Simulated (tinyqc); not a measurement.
Inside a calculation (part 2 of 2). Method: MP2 on RHF in the sto-3g basis, for H2O, spin multiplicity 1. Computed by tinyqc, a small Python program that keeps every step (integrals from PySCF). Command: `OMP_NUM_THREADS=1 python tinyqc.py 24434 24435 out.jsonl` (the two numbers bound the seeds that draw the settings). One thread of a shared host (Intel(R) Xeon(R) Processor @ 2.60GHz), about 0.2 s of CPU time with the checks.

Geometry (angstrom):
```
atom         x          y         z
O     0.000000   0.000000  0.000000
H     0.000000   0.679000  0.575000
H     0.000000  -0.717000  0.607000
```

## Integrals over molecular orbitals

coefficients C, order 1O 1s, 1O 2s, 1O 2px, 1O 2py, 1O 2pz, 2H 1s, 3H 1s:
```
[[0.994035, -0.230665, 0.007753, 0.108532, 0.000000, 0.131955, 0.032980],
 [0.027486, 0.815890, -0.043080, -0.565047, 0.000000, -0.918895, -0.256748],
 [0.000000, 0.000000, 0.000000, 0.000000, 1.000000, 0.000000, 0.000000],
 [0.000386, 0.014596, 0.615795, -0.014853, 0.000000, 0.208324, -0.979207],
 [0.004977, 0.151688, 0.022181, 0.770297, 0.000000, -0.753109, -0.179438],
 [-0.006818, 0.170017, 0.443675, 0.250459, 0.000000, 0.631443, 1.070833],
 [-0.006065, 0.150064, -0.446481, 0.281143, 0.000000, 0.969675, -0.670066]]
```

core Hamiltonian H = T + V (hartree), order 1O 1s, 1O 2s, 1O 2px, 1O 2py, 1O 2pz, 2H 1s, 3H 1s:
```
[[-32.773292, -7.625202, 0.000000, -0.001410, -0.022024, -2.054159, -1.827685],
 [-7.625202, -9.381549, 0.000000, -0.012884, -0.254234, -4.190840, -3.871661],
 [0.000000, 0.000000, -7.495695, 0.000000, 0.000000, 0.000000, 0.000000],
 [-0.001410, -0.012884, 0.000000, -7.656731, -0.007866, -2.115269, 2.002618],
 [-0.022024, -0.254234, 0.000000, -0.007866, -7.611146, -1.883963, -1.786245],
 [-2.054159, -4.190840, 0.000000, -2.115269, -1.883963, -5.375765, -1.930319],
 [-1.827685, -3.871661, 0.000000, 2.002618, -1.786245, -1.930319, -5.173850]]
```

Given earlier and not repeated: Two-electron integrals (ij|kl) in chemists' order.

(pq|rs) = sum C_ip C_jq C_kr C_ls (ij|kl), one index at a time.

one-electron integrals over orbitals h = C^T H C (hartree):
```
[[-32.755316, 0.554023, -0.018731, -0.250169, 0.000000, -0.303534, -0.075871],
 [0.554023, -7.730904, 0.003409, 0.398880, 0.000000, 1.382864, 0.360905],
 [-0.018731, 0.003409, -6.494343, -0.063439, 0.000000, -0.391676, 1.624440],
 [-0.250169, 0.398880, -0.063439, -7.072892, 0.000000, 1.020167, 0.158743],
 [0.000000, 0.000000, 0.000000, 0.000000, -7.495695, 0.000000, 0.000000],
 [-0.303534, 1.382864, -0.391676, 1.020167, 0.000000, -5.398294, 0.050167],
 [-0.075871, 0.360905, 1.624440, 0.158743, 0.000000, 0.050167, -5.594741]]
```

Two-electron integrals over orbitals (pq|rs), unique and non-zero (hartree):
```
(11|11) 4.743810    (21|11) -0.412677   (21|21) 0.057311    (22|11) 1.002386
(22|21) -0.011971   (22|22) 0.736128    (31|11) 0.014060    (31|21) -0.001535
(31|22) 0.001772    (31|31) 0.011496    (32|11) -0.003627   (32|21) 0.000912
(32|22) 0.008933    (32|31) 0.018322    (32|32) 0.147156    (33|11) 0.818075
(33|21) -0.004401   (33|22) 0.657628    (33|31) -0.000683   (33|32) -0.004423
(33|33) 0.648124    (41|11) 0.193380    (41|21) -0.023110   (41|22) 0.017691
(41|31) 0.001139    (41|32) 0.000069    (41|33) 0.006924    (41|41) 0.028841
(42|11) -0.123553   (42|21) 0.009756    (42|22) 0.013736    (42|31) -0.000072
(42|32) 0.000357    (42|33) 0.007156    (42|41) 0.018161    (42|42) 0.119602
(43|11) 0.015031    (43|21) -0.000698   (43|22) 0.004376    (43|31) -0.004086
(43|32) 0.015390    (43|33) 0.002520    (43|41) -0.000838   (43|42) -0.006321
(43|43) 0.046714    (44|11) 1.009907    (44|21) -0.014400   (44|22) 0.674544
(44|31) 0.000010    (44|32) -0.004344   (44|33) 0.609209    (44|41) -0.011803
(44|42) -0.104153   (44|43) 0.009143    (44|44) 0.798702    (51|51) 0.026069
(52|51) 0.032193    (52|52) 0.142525    (53|51) -0.001087   (53|52) -0.003538
(53|53) 0.030018    (54|51) -0.014247   (54|52) -0.048728   (54|53) 0.002304
(54|54) 0.058581    (55|11) 1.115330    (55|21) -0.011548   (55|22) 0.746550
(55|31) 0.000387    (55|32) -0.001685   (55|33) 0.640047    (55|41) 0.005392
(55|42) -0.066059   (55|43) 0.008380    (55|44) 0.735228    (55|55) 0.880159
(61|11) 0.237959    (61|21) -0.035868   (61|22) -0.000264   (61|31) 0.004051
(61|32) 0.004364    (61|33) -0.000545   (61|41) 0.001313    (61|42) -0.020025
(61|43) -0.000126   (61|44) 0.020138    (61|55) 0.006125    (61|61) 0.032385
(62|11) -0.308652   (62|21) 0.006320    (62|22) -0.142064   (62|31) 0.002345
(62|32) 0.010425    (62|33) -0.080048   (62|41) -0.018539   (62|42) -0.018251
(62|43) -0.008305   (62|44) -0.088397   (62|55) -0.157265   (62|61) 0.007361
(62|62) 0.101627    (63|11) 0.082115    (63|21) -0.001796   (63|22) 0.033568
(63|31) -0.003584   (63|32) 0.034279    (63|33) 0.021640    (63|41) 0.000247
(63|42) -0.016399   (63|43) 0.026043    (63|44) 0.034072    (63|55) 0.043941
(63|61) 0.000409    (63|62) -0.024201   (63|63) 0.070629    (64|11) -0.207311
(64|21) 0.002038    (64|22) -0.087277   (64|31) -0.002225   (64|32) -0.017010
(64|33) -0.041771   (64|41) -0.001686   (64|42) 0.031955    (64|43) -0.003819
(64|44) -0.118064   (64|55) -0.108430   (64|61) -0.001236   (64|62) 0.055351
(64|63) -0.027252   (64|64) 0.066660    (65|51) -0.015717   (65|52) -0.058289
(65|53) 0.006698    (65|54) 0.003421    (65|65) 0.038782    (66|11) 0.819638
(66|21) -0.006954   (66|22) 0.623496    (66|31) -0.003245   (66|32) -0.039642
(66|33) 0.582778    (66|41) 0.021278    (66|42) 0.057007    (66|43) -0.018758
(66|44) 0.556838    (66|55) 0.596776    (66|61) -0.008988   (66|62) -0.096420
(66|63) -0.013519   (66|64) -0.035357   (66|66) 0.621410    (71|11) 0.059989
(71|21) -0.009395   (71|22) -0.001123   (71|31) -0.015068   (71|32) -0.022822
(71|33) 0.001286    (71|41) 0.001008    (71|42) -0.003936   (71|43) 0.005882
(71|44) 0.004480    (71|55) 0.001493    (71|61) 0.003167    (71|62) -0.002514
(71|63) 0.004643    (71|64) 0.002646    (71|66) 0.003470    (71|71) 0.022321
(72|11) -0.082160   (72|21) 0.001519    (72|22) -0.036596   (72|31) -0.013295
(72|32) -0.032835   (72|33) -0.017017   (72|41) -0.003792   (72|42) 0.000753
(72|43) 0.034927    (72|44) -0.026928   (72|55) -0.040949   (72|61) -0.002631
(72|62) 0.011837    (72|63) 0.030845    (72|64) 0.016858    (72|66) -0.028022
(72|71) 0.016800    (72|72) 0.063044    (73|11) -0.347937   (73|21) 0.007568
(73|22) -0.122588   (73|31) -0.000363   (73|32) 0.012595    (73|33) -0.088364
(73|41) 0.001188    (73|42) 0.076033    (73|43) -0.001890   (73|44) -0.157126
(73|55) -0.179119   (73|61) -0.007304   (73|62) 0.071733    (73|63) -0.019993
(73|64) 0.069532    (73|66) -0.042198   (73|71) -0.001438   (73|72) 0.026773
(73|73) 0.146952    (74|11) -0.032587   (74|21) 0.000423    (74|22) -0.009530
(74|31) 0.010118    (74|32) 0.077334    (74|33) -0.010558   (74|41) -0.000819
(74|42) 0.001790    (74|43) -0.007092   (74|44) -0.019142   (74|55) -0.016145
(74|61) 0.003187    (74|62) 0.014929    (74|63) 0.035255    (74|64) -0.005289
(74|66) -0.031025   (74|71) -0.013188   (74|72) -0.012070   (74|73) 0.020788
(74|74) 0.068327    (75|51) -0.003946   (75|52) -0.014789   (75|53) -0.022468
(75|54) 0.002089    (75|65) 0.003700    (75|75) 0.024574    (76|11) -0.006049
(76|21) 0.000595    (76|22) 0.006176    (76|31) 0.008627    (76|32) 0.089678
(76|33) -0.010334   (76|41) 0.003801    (76|42) 0.013498    (76|43) 0.038364
(76|44) -0.014074   (76|55) -0.004092   (76|61) -0.000520   (76|62) -0.007643
(76|63) 0.050554    (76|64) -0.014715   (76|66) -0.036303   (76|71) -0.011325
(76|72) 0.011526    (76|73) 0.021797    (76|74) 0.049619    (76|76) 0.096377
(77|11) 0.869499    (77|21) -0.009106   (77|22) 0.631850    (77|31) 0.004777
(77|32) 0.044626    (77|33) 0.617006    (77|41) 0.005347    (77|42) -0.007046
(77|43) 0.019587    (77|44) 0.609266    (77|55) 0.626058    (77|61) 0.005611
(77|62) -0.069655   (77|63) 0.044908    (77|64) -0.044402   (77|66) 0.556314
(77|71) -0.004448   (77|72) -0.013283   (77|73) -0.076833   (77|74) 0.019288
(77|76) 0.034473    (77|77) 0.641172
```

## Second-order Moller-Plesset energy

orbital energies (hartree): [-20.243826, -1.299153, -0.631684, -0.470151, -0.398417, 0.650675, 0.787399]

Hartree-Fock energy = -74.94911608 hartree

E2 = sum_ijab (ia|jb) [2 (ia|jb) - (ib|ja)] / (e_i + e_j - e_a - e_b) over occupied i, j and virtual a, b; the opposite-spin part is (ia|jb)^2 / denominator, the rest is same-spin, and SCS-MP2 scales them by 6/5 and 1/3.

Terms (the 40 largest of 68):
```
i  j  a  b    (ia|jb)    (ib|ja)  denominator       term
3  3  7  7   0.146952   0.146952    -2.838165  -0.007609
4  3  6  7   0.069532   0.035255    -2.539909  -0.002842
3  4  7  6   0.069532   0.035255    -2.539909  -0.002842
2  2  6  6   0.101627   0.101627    -3.899656  -0.002648
3  2  7  6   0.071733   0.030845    -3.368911  -0.002398
2  3  6  7   0.071733   0.030845    -3.368911  -0.002398
4  4  6  6   0.066660   0.066660    -2.241653  -0.001982
3  3  6  6   0.070629   0.070629    -2.564718  -0.001945
4  4  7  7   0.068327   0.068327    -2.515100  -0.001856
2  4  6  6   0.055351   0.055351    -3.070654  -0.000998
4  2  6  6   0.055351   0.055351    -3.070654  -0.000998
2  2  7  7   0.063044   0.063044    -4.173104  -0.000952
5  5  6  6   0.038782   0.038782    -2.098184  -0.000717
4  3  6  6  -0.027252  -0.027252    -2.403185  -0.000309
3  4  6  6  -0.027252  -0.027252    -2.403185  -0.000309
5  5  7  7   0.024574   0.024574    -2.371631  -0.000255
3  2  7  7   0.026773   0.026773    -3.505634  -0.000204
2  3  7  7   0.026773   0.026773    -3.505634  -0.000204
3  2  6  6  -0.024201  -0.024201    -3.232187  -0.000181
2  3  6  6  -0.024201  -0.024201    -3.232187  -0.000181
4  3  7  7   0.020788   0.020788    -2.676632  -0.000161
3  4  7  7   0.020788   0.020788    -2.676632  -0.000161
3  3  7  6  -0.019993  -0.019993    -2.701441  -0.000148
3  3  6  7  -0.019993  -0.019993    -2.701441  -0.000148
2  4  7  6   0.016858   0.014929    -3.207378  -0.000099
4  2  6  7   0.016858   0.014929    -3.207378  -0.000099
3  2  6  7   0.030845   0.071733    -3.368911   0.000092
2  3  7  6   0.030845   0.071733    -3.368911   0.000092
4  2  7  6   0.014929   0.016858    -3.207378  -0.000061
2  4  6  7   0.014929   0.016858    -3.207378  -0.000061
2  4  7  7  -0.012070  -0.012070    -3.344102  -0.000044
4  2  7  7  -0.012070  -0.012070    -3.344102  -0.000044
2  2  6  7   0.011837   0.011837    -4.036380  -0.000035
2  2  7  6   0.011837   0.011837    -4.036380  -0.000035
1  1  6  6   0.032385   0.032385   -41.789001  -0.000025
3  4  6  7   0.035255   0.069532    -2.539909  -0.000014
4  3  7  6   0.035255   0.069532    -2.539909  -0.000014
1  2  7  7   0.016800   0.016800   -23.117776  -0.000012
2  1  7  7   0.016800   0.016800   -23.117776  -0.000012
1  1  7  7   0.022321   0.022321   -42.062448  -0.000012
```

Pair energies (hartree; pair i-j sums ij and ji):
```
pair  opposite spin  same spin
1-1       -0.000037          0
2-1       -0.000030  -1.20e-09
2-2       -0.003670          0
3-1       -0.000007  -0.000013
3-2       -0.004391  -0.000993
3-3       -0.009850          0
4-1       -0.000017  -2.64e-08
4-2       -0.002399  -2.32e-06
4-3       -0.005727  -0.000925
4-4       -0.003862          0
5-5       -0.000984          0
```

MP2 correlation energy = -0.03290684 hartree

SCS-MP2 correlation energy = -0.03781309 hartree

MP2 total energy = -74.98202293 hartree
